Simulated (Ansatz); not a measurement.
Results of LDA in Ansatz (PAW) for chalcopyrite ZnGeP₂.

Run with plane-wave cutoff 520 eV, 10×10×10 k mesh, Fermi–Dirac smearing 0.01 eV, scalar-relativistic PAW data made under PBE.

Starting structure:

```
CELL_PARAMETERS angstrom
     -2.73000     2.73000     5.35500
      2.73000    -2.73000     5.35500
      2.73000     2.73000    -5.35500
ATOMIC_POSITIONS crystal
  Zn 0.00000 0.00000 0.00000
  Zn 0.75000 0.25000 0.50000
  Ge 0.50000 0.50000 0.00000
  Ge 0.25000 0.75000 0.50000
  P  0.87500 0.86700 0.49200
  P  0.13300 0.62500 0.00800
  P  0.37500 0.38300 0.50800
  P  0.61700 0.12500 0.99200
```

Task: Into what structure does the relaxation of cell and atoms lead at this level, with the symmetry of the start kept?

Result: The volume decreases by 3.9 %; final space group I-42d.
```
CELL_PARAMETERS angstrom
     -2.68685     2.68685     5.31228
      2.68685    -2.68685     5.31228
      2.68685     2.68685    -5.31228
ATOMIC_POSITIONS crystal
  Zn 0.00000 0.00000 0.00000
  Zn 0.75000 0.25000 0.50000
  Ge 0.50000 0.50000 0.00000
  Ge 0.25000 0.75000 0.50000
  P  0.87500 0.87463 0.49963
  P  0.12537 0.62500 0.00037
  P  0.37500 0.37537 0.50037
  P  0.62463 0.12500 0.99963
```

Ansatz is a first-principles code.
